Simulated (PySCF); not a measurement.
PySCF input (PW6B95/def2-TZVPD):

```python
from pyscf import gto, scf, dft

mol = gto.M(
    atom='''
    N    -0.15425100    0.63571218    0.00349027
    N     0.15425100   -0.63571218   -0.00349027
    H    -0.32662509    1.10030571    0.88708063
    H    -0.33611639    1.10767314   -0.87427379
    H     0.33611639   -1.10767314    0.87427379
    H     0.32662509   -1.10030571   -0.88708063
    ''',
    basis='def2-tzvpd',
    charge=1,
    spin=1,
    verbose=4,
)

mf = dft.UKS(mol, xc='pw6b95').density_fit(auxbasis='def2-universal-jkfit')
mf.grids.level = 3
mf.conv_tol = 1e-9
mf.max_cycle = 100
mf.max_memory = 1500
mf.kernel()
if not mf.converged:
    mf = mf.newton()
    mf.kernel(mf.make_rdm1())
for _ in range(2):
    mo, _, stable, _ = mf.stability(return_status=True)
    if stable:
        break
    mf.kernel(mf.make_rdm1(mo, mf.mo_occ))
mf.analyze()
```

Output:

```
PySCF version 2.14.0

[INPUT] verbose = 4
[INPUT] num. atoms = 6
[INPUT] num. electrons = 17
[INPUT] charge = 1
[INPUT] spin (= nelec alpha-beta = 2S) = 1
[INPUT] symmetry False subgroup None
[INPUT] Mole.unit = angstrom
[INPUT] Symbol           X                Y                Z      unit          X                Y                Z       unit  Magmom
[INPUT]  1 N     -0.154251000000   0.635712180000   0.003490270000 AA   -0.291492144440   1.201321914250   0.006595654401 Bohr   0.0
[INPUT]  2 N      0.154251000000  -0.635712180000  -0.003490270000 AA    0.291492144440  -1.201321914250  -0.006595654401 Bohr   0.0
[INPUT]  3 H     -0.326625090000   1.100305710000   0.887080630000 AA   -0.617231965511   2.079276445195   1.676339441107 Bohr   0.0
[INPUT]  4 H     -0.336116390000   1.107673140000  -0.874273790000 AA   -0.635167923077   2.093198870137  -1.652138020986 Bohr   0.0
[INPUT]  5 H      0.336116390000  -1.107673140000   0.874273790000 AA    0.635167923077  -2.093198870137   1.652138020986 Bohr   0.0
[INPUT]  6 H      0.326625090000  -1.100305710000  -0.887080630000 AA    0.617231965511  -2.079276445195  -1.676339441107 Bohr   0.0

nuclear repulsion = 43.2429493753721
number of shells = 46
number of NR pGTOs = 148
number of NR cGTOs = 110
basis = def2-tzvpd
ecp = {}

******** <class 'pyscf.df.df_jk.DFUKS'> ********
method = DFUKS
initial guess = minao
damping factor = 0
level_shift factor = 0
DIIS = <class 'pyscf.scf.diis.CDIIS'>
diis_start_cycle = 1
diis_space = 8
diis_damp = 0
SCF conv_tol = 1e-09
SCF conv_tol_grad = None
SCF max_cycles = 100
direct_scf = False
number electrons alpha = 9  beta = 8
XC library pyscf.dft.libxc version 7.1.2
    S. Lehtola, C. Steigemann, M. J. T. Oliveira, and M. A. L. Marques,  SoftwareX 7, 1–5 (2018)
XC functionals = pw6b95
    Y. Zhao and D. G. Truhlar,  J. Phys. Chem. A 109, 5656 (2005)
radial grids:
    Treutler-Ahlrichs [JCP 102, 346 (1995); DOI:10.1063/1.469408] (M4) radial grids

becke partition: Becke, JCP 88, 2547 (1988); DOI:10.1063/1.454033
pruning grids: <function nwchem_prune>
grids dens level: 3
symmetrized grids: False
atomic radii adjust function: <function treutler_atomic_radii_adjust>
small_rho_cutoff = 0
Set gradient conv threshold to 3.16228e-05
tot grids = 67040
******** <class 'pyscf.df.df.DF'> ********
auxbasis = def2-universal-jkfit
init E= -112.238651066497
  alpha nocc = 9  HOMO = -0.168502187723156  LUMO = -0.0116874045105521
  beta  nocc = 8  HOMO = -0.411333776781284  LUMO = -0.168502187723149

WARN: HOMO -0.168502187723156 >= LUMO -0.168502187723149
[...]
  beta  nocc = 8  HOMO = -0.654070258659136  LUMO = -0.334146180154686
  HOMO = -0.511456546062  LUMO = -0.334146180155  gap/eV = 4.82486
Extra cycle  E= -111.755105417314  delta_E= -1.11e-11  |g|= 1.6e-06  |ddm|= 5.56e-06
converged SCF energy = -111.755105417314  <S^2> = 0.75434685  2S+1 = 2.0043421
uhf_internal: lowest eigs of H = [0.4619399  0.47084568 0.52550959]
<class 'pyscf.df.df_jk.DFUKS'> wavefunction is stable in the internal stability analysis
**** SCF Summaries ****
Total Energy =                        -111.755105417314269
Nuclear Repulsion Energy =              43.242949375372056
One-electron Energy =                 -230.886862455774121
Two-electron Energy =                   75.888807663087775
Two-electron Coulomb Energy =           91.066729682337524
DFT Exchange-Correlation Energy =      -15.177922019249754
HOMO-LUMO gap [eV] =                     4.824860812042368
**** MO energy ****
                             alpha | beta                alpha | beta
MO #1   energy= -14.8154798658523  | -14.8033464163046  occ= 1 | 1
MO #2   energy= -14.8151914306206  | -14.8029741164325  occ= 1 | 1
MO #3   energy= -1.34798723785876  | -1.32209598848047  occ= 1 | 1
MO #4   energy= -1.09553310102444  | -1.06370383065472  occ= 1 | 1
MO #5   energy= -0.900525760528506 | -0.890935919508497 occ= 1 | 1
MO #6   energy= -0.85949723675088  | -0.847092248578637 occ= 1 | 1
MO #7   energy= -0.763976078183744 | -0.754966180976705 occ= 1 | 1
MO #8   energy= -0.732677054423477 | -0.654070258659136 occ= 1 | 1
MO #9   energy= -0.51145654606167  | -0.334146180154686 occ= 1 | 0
MO #10  energy= -0.198484808285524 | -0.193528427068997 occ= 0 | 0
MO #11  energy= -0.170608788410156 | -0.162437443365599 occ= 0 | 0
MO #12  energy= -0.149703688808295 | -0.147472061170854 occ= 0 | 0
MO #13  energy= -0.0826252454556586 | -0.0800367721843147 occ= 0 | 0
MO #14  energy= -0.0774379144161924 | -0.069618853572692 occ= 0 | 0
MO #15  energy= -0.0714024735923173 | -0.0684664370219393 occ= 0 | 0
MO #16  energy= -0.0501690381414051 | -0.0467062047823418 occ= 0 | 0
MO #17  energy= -0.0416332309791659 | -0.0389715067004286 occ= 0 | 0
MO #18  energy= -0.0217765660132427 | -0.0173776331753845 occ= 0 | 0
MO #19  energy= -0.0110758475929855 | -0.0112297901681084 occ= 0 | 0
MO #20  energy= -0.00583446175701803 | 0.00671570213873693 occ= 0 | 0
MO #21  energy= -0.00133617753978107 | 0.0125154998395698 occ= 0 | 0
MO #22  energy= 0.0584948176619938 | 0.0616038028755509 occ= 0 | 0
MO #23  energy= 0.0668435097280805 | 0.0700415737761051 occ= 0 | 0
MO #24  energy= 0.101723146575302  | 0.103597285724036  occ= 0 | 0
MO #25  energy= 0.105264404190142  | 0.108741364993693  occ= 0 | 0
MO #26  energy= 0.133492159693554  | 0.139849262050451  occ= 0 | 0
MO #27  energy= 0.152007615643383  | 0.154909885356009  occ= 0 | 0
MO #28  energy= 0.169521043982833  | 0.170415936359018  occ= 0 | 0
MO #29  energy= 0.172729231887427  | 0.179114511467431  occ= 0 | 0
MO #30  energy= 0.179470939981858  | 0.180437069851228  occ= 0 | 0
MO #31  energy= 0.188355212528041  | 0.191871547058993  occ= 0 | 0
MO #32  energy= 0.218472834304883  | 0.223573971190562  occ= 0 | 0
MO #33  energy= 0.228550793876937  | 0.230671827447854  occ= 0 | 0
MO #34  energy= 0.246801188487637  | 0.254532505657385  occ= 0 | 0
MO #35  energy= 0.306463436760455  | 0.314404985079468  occ= 0 | 0
MO #36  energy= 0.31895580109468   | 0.335839738413468  occ= 0 | 0
MO #37  energy= 0.350082224091185  | 0.357479404350388  occ= 0 | 0
MO #38  energy= 0.358039268358881  | 0.361285997556072  occ= 0 | 0
MO #39  energy= 0.368729454722775  | 0.373481098334397  occ= 0 | 0
MO #40  energy= 0.375968939460957  | 0.378579297550885  occ= 0 | 0
MO #41  energy= 0.458215055350991  | 0.460857706627074  occ= 0 | 0
MO #42  energy= 0.47908820121001   | 0.497055932702047  occ= 0 | 0
MO #43  energy= 0.549458346903517  | 0.551791014363385  occ= 0 | 0
MO #44  energy= 0.553565364243953  | 0.559030139809654  occ= 0 | 0
MO #45  energy= 0.579690282393606  | 0.581221506677015  occ= 0 | 0
MO #46  energy= 0.635645779308053  | 0.637572599224699  occ= 0 | 0
MO #47  energy= 0.650945070455557  | 0.656773236727019  occ= 0 | 0
MO #48  energy= 0.715947853482141  | 0.72096837373978   occ= 0 | 0
MO #49  energy= 0.747061174881799  | 0.755344522963177  occ= 0 | 0
MO #50  energy= 0.75970235993722   | 0.765475858967664  occ= 0 | 0
MO #51  energy= 0.89682374729696   | 0.915872056469286  occ= 0 | 0
MO #52  energy= 0.9539370505493    | 0.969025151810513  occ= 0 | 0
MO #53  energy= 0.998856826194852  | 1.00322120883037   occ= 0 | 0
MO #54  energy= 1.01570676887075   | 1.02420969052909   occ= 0 | 0
MO #55  energy= 1.15362218607106   | 1.17177948326333   occ= 0 | 0
MO #56  energy= 1.18499222288311   | 1.20072224308235   occ= 0 | 0
MO #57  energy= 1.22838516725439   | 1.2312135813596    occ= 0 | 0
MO #58  energy= 1.30215220697898   | 1.31988448433991   occ= 0 | 0
MO #59  energy= 1.31162610608061   | 1.33221724858933   occ= 0 | 0
MO #60  energy= 1.54727821224717   | 1.56052295621098   occ= 0 | 0
MO #61  energy= 1.57992008776351   | 1.58336641344812   occ= 0 | 0
MO #62  energy= 1.61552188382018   | 1.62498912607663   occ= 0 | 0
MO #63  energy= 1.65637284253675   | 1.65519751882088   occ= 0 | 0
MO #64  energy= 1.67430088226957   | 1.68831521324731   occ= 0 | 0
MO #65  energy= 1.78802068884157   | 1.79306480645553   occ= 0 | 0
MO #66  energy= 1.85625654432526   | 1.86318031103451   occ= 0 | 0
MO #67  energy= 1.88077152011133   | 1.88241688921843   occ= 0 | 0
MO #68  energy= 1.95000463874693   | 1.96822073834509   occ= 0 | 0
MO #69  energy= 1.99670926318571   | 2.02438457636896   occ= 0 | 0
MO #70  energy= 2.04128307293519   | 2.04379777638799   occ= 0 | 0
MO #71  energy= 2.04521744297652   | 2.05399707551473   occ= 0 | 0
MO #72  energy= 2.19570097330474   | 2.23810658092841   occ= 0 | 0
MO #73  energy= 2.27965626382018   | 2.29149977240335   occ= 0 | 0
MO #74  energy= 2.3013841101935    | 2.30991814806051   occ= 0 | 0
MO #75  energy= 2.41701525488034   | 2.41970182235119   occ= 0 | 0
MO #76  energy= 2.43952265785153   | 2.44138698769364   occ= 0 | 0
MO #77  energy= 2.55418061863591   | 2.56206286849115   occ= 0 | 0
MO #78  energy= 2.59070102345245   | 2.59800089780909   occ= 0 | 0
MO #79  energy= 2.66606158285765   | 2.67424815851408   occ= 0 | 0
MO #80  energy= 2.74164850215129   | 2.75318652550736   occ= 0 | 0
MO #81  energy= 3.0314252729621    | 3.0491481747673    occ= 0 | 0
MO #82  energy= 3.10009805072542   | 3.10687110299805   occ= 0 | 0
MO #83  energy= 3.26716206809288   | 3.28370759124866   occ= 0 | 0
MO #84  energy= 3.31121602841568   | 3.32822215410289   occ= 0 | 0
MO #85  energy= 3.49460895629553   | 3.50994373294881   occ= 0 | 0
MO #86  energy= 3.59387192902438   | 3.61592821984363   occ= 0 | 0
MO #87  energy= 3.6884859674172    | 3.70672803180369   occ= 0 | 0
MO #88  energy= 3.83327452428591   | 3.83678318750868   occ= 0 | 0
MO #89  energy= 3.86050554732565   | 3.88239007992575   occ= 0 | 0
MO #90  energy= 4.05930186276963   | 4.08442034851787   occ= 0 | 0
MO #91  energy= 4.34469454387814   | 4.38007105736432   occ= 0 | 0
MO #92  energy= 4.37155589933636   | 4.39182875727709   occ= 0 | 0
MO #93  energy= 4.3983104179823    | 4.43398557012068   occ= 0 | 0
MO #94  energy= 4.42381719731528   | 4.45339249771617   occ= 0 | 0
MO #95  energy= 4.43717220262635   | 4.46246782451327   occ= 0 | 0
MO #96  energy= 4.46417498801551   | 4.49930876537243   occ= 0 | 0
MO #97  energy= 4.54773110192661   | 4.58199051391399   occ= 0 | 0
MO #98  energy= 4.60936690153028   | 4.64018954260966   occ= 0 | 0
MO #99  energy= 4.71170460260575   | 4.7214351271567    occ= 0 | 0
MO #100 energy= 4.8190015624084    | 4.83060349277712   occ= 0 | 0
MO #101 energy= 4.83071928291427   | 4.84107884673599   occ= 0 | 0
MO #102 energy= 4.98229500133792   | 5.00077004165722   occ= 0 | 0
MO #103 energy= 5.00639623900762   | 5.01826434873944   occ= 0 | 0
MO #104 energy= 5.35065057355532   | 5.37383044078706   occ= 0 | 0
[...]
```
